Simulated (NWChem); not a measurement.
**One shape, several levels: SiH4O2 (Si(OH)2H2)**

We compute a comparison of 6 runs (HF/STO-3G, HF/3-21G, TPSS/6-311+G**, B3LYP/6-31G*, B2PLYP/cc-pVTZ) of SiH4O2 (Si(OH)2H2). 

The calculation is run with NWChem 7.3.0.

**1. The system as given**

SiH4O2: 7 atoms, total charge 0, spin state singlet. As SMILES, `[H][Si]([H])(O)O`. The shape is that of a GFN2-xTB optimisation. This is one conformer, not always the lowest.

Bond lengths: Si1–O2 1.634 Å, Si1–O4 1.617 Å, O2–H3 0.951 Å, O4–H5 0.954 Å, Si1–H6 1.456 Å, Si1–H7 1.462 Å. Angles: O2–Si1–O4 105.5°, Si1–O2–H3 120.5°, O2–Si1–H6 111.7°, O2–Si1–H7 109.2°, O4–Si1–H6 106.2°, O4–Si1–H7 110.7°, Si1–O4–H5 119.4°, H6–Si1–H7 113.2°.

**2. Energy and gradient at HF/STO-3G (run 1)**

work.nw reads:

```
start work
title "Si(OH)2H2"
memory total 2200 mb
charge 0

geometry units bohr noautosym nocenter noautoz
Si    -0.47668341     0.12033776    -0.65492238
O     -0.37361775     0.08407392     2.43067913
H     -1.88165699     0.24008970     3.39502526
O      2.42674849    -0.13768545    -1.57193088
H      3.65408782    -0.81995217    -0.44261165
H     -1.37339626     2.53727858    -1.61577253
H     -1.97548190    -2.02414234    -1.54046694
end

basis "ao basis" spherical bse
Si library STO-3G
O library STO-3G
H library STO-3G
end

scf
thresh 1e-08
maxiter 80
noprint "final vectors analysis"
end

task scf gradient
```

On the command line:

```
nwchem work.nw > work.out
```

The program printed:

```text
[...]
  functions       =    23
[...]
  wavefunction    = RHF
[...]
         Total SCF energy =   -435.621173782674
      One-electron energy =   -850.213604449703
      Two-electron energy =    292.373664717553
 Nuclear repulsion energy =    122.218765949477
        Time for solution =      0.4s
[...]
                         RHF ENERGY GRADIENTS
    atom               coordinates                        gradient
                 x          y          z           x          y          z
   1 Si     -0.476683   0.120338  -0.654922    0.038304  -0.000154   0.005259
   2 O      -0.373618   0.084074   2.430679   -0.042708   0.003913  -0.009306
   3 H      -1.881657   0.240090   3.395025    0.035196  -0.003675  -0.007126
   4 O       2.426748  -0.137685  -1.571931   -0.014447  -0.013599   0.043128
   5 H       3.654088  -0.819952  -0.442612   -0.009624   0.013550  -0.027094
   6 H      -1.373396   2.537279  -1.615773   -0.000046   0.017668  -0.002853
   7 H      -1.975482  -2.024142  -1.540467   -0.006675  -0.017703  -0.002007
[...]
```

Run time: 1.1 s. Hardware: 1 thread of Intel Xeon 6975P-C (Granite Rapids), shared host; peak memory 0.099 GiB.

**3. Energy and forces at HF/3-21G (run 2)**

geom.nw reads:

```
start geom
memory total 2200 mb
charge 0

geometry units angstroms noautosym nocenter noautoz
  Si    -0.252250     0.063680    -0.346570
  O     -0.197710     0.044490     1.286260
  H     -0.995730     0.127050     1.796570
  O      1.284180    -0.072860    -0.831830
  H      1.933660    -0.433900    -0.234220
  H     -0.726770     1.342670    -0.855030
  H     -1.045380    -1.071130    -0.815180
end

basis spherical bse
  * library 3-21G
end

scf
  thresh 1e-08
  maxiter 80
  print low
end

task scf gradient
```

On the command line:

```
nwchem geom.nw > geom.out
```

The program printed:

```text
[...]
  functions       =    39
[...]
  wavefunction    = RHF
[...]
         Total SCF energy =   -438.681188315497
      One-electron energy =   -850.925965757263
      Two-electron energy =    290.026002767677
 Nuclear repulsion energy =    122.218774674088
        Time for solution =      0.6s
[...]
                         RHF ENERGY GRADIENTS
    atom               coordinates                        gradient
                 x          y          z           x          y          z
   1 Si     -0.476683   0.120338  -0.654922    0.020724  -0.005251   0.020093
   2 O      -0.373618   0.084074   2.430679    0.002209   0.000108  -0.022080
   3 H      -1.881657   0.240090   3.395025    0.005040  -0.000254  -0.015806
   4 O       2.426748  -0.137685  -1.571931   -0.031656   0.004057   0.010023
   5 H       3.654088  -0.819952  -0.442612   -0.013302   0.003193  -0.000387
   6 H      -1.373396   2.537278  -1.615772    0.008765  -0.005580   0.004194
   7 H      -1.975482  -2.024142  -1.540467    0.008219   0.003726   0.003964
 Task  times  cpu:        0.8s     wall:        0.8s
 Total times  cpu:        0.8s     wall:        0.8s
```

Wall time 1.3 s (1 thread of Intel Xeon 6975P-C (Granite Rapids), shared host); peak memory 0.099 GiB.

Runs 3 to 5 aren't shown in full; the table further down has their settings and results.

**4. The energy at B2PLYP/cc-pVTZ (run 6)**

geom.nw reads:

```
start geom
memory 2200 mb

geometry units angstroms noautosym nocenter noautoz
Si      -0.252250       0.063680      -0.346570
O       -0.197710       0.044490       1.286260
H       -0.995730       0.127050       1.796570
O        1.284180      -0.072860      -0.831830
H        1.933660      -0.433900      -0.234220
H       -0.726770       1.342670      -0.855030
H       -1.045380      -1.071130      -0.815180
end

basis "ao basis" spherical bse
* library cc-pVTZ
end

dft
xc hfexch 0.53 becke88 0.47 lyp 0.73 mp2 0.27
dftmp2 semidirect
mult 1
grid fine
convergence energy 1e-08
maxiter 100
mulliken
end

mp2
freeze core 7
end

task dft energy
```

On the command line:

```
nwchem geom.nw > geom.out
```

The program printed:

```text
[...]
          Wavefunction type:  closed shell.
          No. of atoms     :     7
          No. of electrons :    34
[...]
          Charge           :     0
          Spin multiplicity:     1
[...]
          AO basis - number of functions:   150
[...]
              XC Information
              --------------
                     Hartree-Fock (Exact) Exchange  0.530
                    Becke 1988 Exchange Functional  0.470
              Lee-Yang-Parr Correlation Functional  0.730
[...]
 d= 0,ls=0.0,diis     1   -442.0166908533 -5.64D+02  4.49D-03  7.61D-01     6.6
[...]
 d= 0,ls=0.0,diis     8   -442.0946258767 -4.99D-09  3.97D-07  1.69D-08    41.7
         Total DFT energy =     -442.094625876665
      One electron energy =     -854.460493749903
           Coulomb energy =      329.517003916444
    Exchange-Corr. energy =      -39.369910717294
 Nuclear repulsion energy =      122.218774674088
[...]
      Total Density - Mulliken Population Analysis
     ---------------------------------------------
    Atom       Charge   Shell Charges
 -----------   ------   -------------------------------------------------------
    1 Si  14    13.44   2.00  1.89  0.18  0.75  0.16  5.52  0.60  1.34  0.30  0.31  0.30  0.10
    2 O    8     8.40   1.95  0.24  0.98  0.53  1.31  2.15  1.23  0.00  0.01  0.00
    3 H    1     0.80   0.26  0.39  0.04  0.02  0.07  0.01
    4 O    8     8.40   1.95  0.24  0.98  0.52  1.31  2.16  1.23  0.00  0.01  0.00
    5 H    1     0.79   0.25  0.38  0.05  0.02  0.07  0.01
    6 H    1     1.08   0.26  0.53  0.28  0.00  0.01  0.00
    7 H    1     1.10   0.26  0.53  0.30  0.00  0.01  0.00
[...]
  Basis functions       =    150
[...]
```

Wall time 53 s (1 thread of Intel Xeon 6975P-C (Granite Rapids), shared host); peak memory 0.67 GiB.

**5. The series**

```tsv
run	level	iteration cap	module	energy (Eh)	dipole moment (D)	largest force (eV/Å)	wall time
1	HF/STO-3G	80	scf	-435.621174	1.66	2.441	1.1 s
2	HF/3-21G	80	scf	-438.681188	–	1.720	1.3 s
3	TPSS/6-311+G**	100	dft	-442.518214	–	1.266	16 s
4	B3LYP/6-31G* (spherical functions)	100	dft	-442.404091	1.84	1.252	13 s
5	B3LYP/6-31G* (Cartesian functions)	100	dft	-442.408641	1.85	1.230	14 s
6	B2PLYP/cc-pVTZ	100	dft	-442.291207	1.68	–	53 s
```

**6. Outcome**

| quantity | value |
| --- | --- |
| run 6: total energy | -442.29121 Eh |
| run 6: dipole moment (SCF part) | 1.68 D |
| run 6: HOMO energy (SCF part's orbitals) | -9.80 eV |
| run 6: LUMO energy (SCF part's orbitals) | 1.82 eV |
| run 6: HOMO–LUMO gap (SCF part's orbitals) | 11.62 eV |

In words: Over runs 1, 4, 5, 6 the dipole moment (its size) runs from 1.66 D (HF/STO-3G) to 1.85 D (B3LYP/6-31G*). The two ends differ in method and basis. Over runs 4, 5, 6 the HOMO–LUMO gap runs from 8.69 eV (B3LYP/6-31G*) to 11.62 eV (B2PLYP/cc-pVTZ). A double hybrid's value is that of its SCF part. Totals of different functionals can't be ranked against each other. In run 1 the basis is minimal, so the values are rough. All runs together took 98 s, the longest 53 s.
